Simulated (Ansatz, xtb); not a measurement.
# H2Si3: where a starting geometry ends

The starting geometry of this gas-phase singlet has its atoms placed at random.

```xyz
5

Si   -0.4460    0.1020    1.2971
Si    1.3690   -1.3605   -0.2477
Si   -0.2719    0.8492   -1.8238
H     0.3134   -0.2758   -1.6092
H     0.3457   -0.3318    0.2230
```

Q: One run relaxed it with r2SCAN-D4/def2-SVP. What is a likely outcome?

A: It ends as a structure with H4 bridging Si3 and Si2, H5 bridging Si3 and Si1 and Si2, given below by its coordinates. Distances that change by over a tenth: Si1–H5 (1.40 → 1.74 Å), Si2–Si3 (3.17 → 2.59 Å), Si2–H5 (1.53 → 1.83 Å), Si3–H4 (1.29 → 1.71 Å), Si3–H5 (2.44 → 1.84 Å). Contacts that close: Si1–Si2 (2.80 → 2.35 Å), Si1–Si3 (3.21 → 2.35 Å), Si2–H4 (2.04 → 1.71 Å).

The energy falls by 4.44 eV over 12 steps:

```
step  E − E(last) (eV)
   1             4.437
   2             2.997
   3             2.124
   5             1.013
   6             0.429
   7             0.031
   8             0.007
  10             0.000
  11             0.000
  12             0.000
```

Final geometry (Å):

```tsv
atom	x (Å)	y (Å)	z (Å)
Si	-0.5567	-0.0778	1.0298
Si	0.8448	-1.4109	-0.3020
Si	-0.4532	0.6370	-1.2051
H	0.6429	-0.5486	-1.7631
H	0.8324	0.3834	0.0797
```

From the same start GFN2-xTB ends elsewhere, differing in Si1–H5 (3.35 against 1.74 Å here), Si2–Si3 (4.34 against 2.59 Å here), Si3–H4 (5.34 against 1.71 Å here), Si3–H5 (5.44 against 1.84 Å here).

From so rough a start the end depends on the optimiser's path, so another program may land elsewhere. The end wasn't checked by frequencies. Run with Ansatz 0.2.0, 11 s on 1 thread of Intel(R) Xeon(R) 6975P-C (Granite Rapids) (shared host).
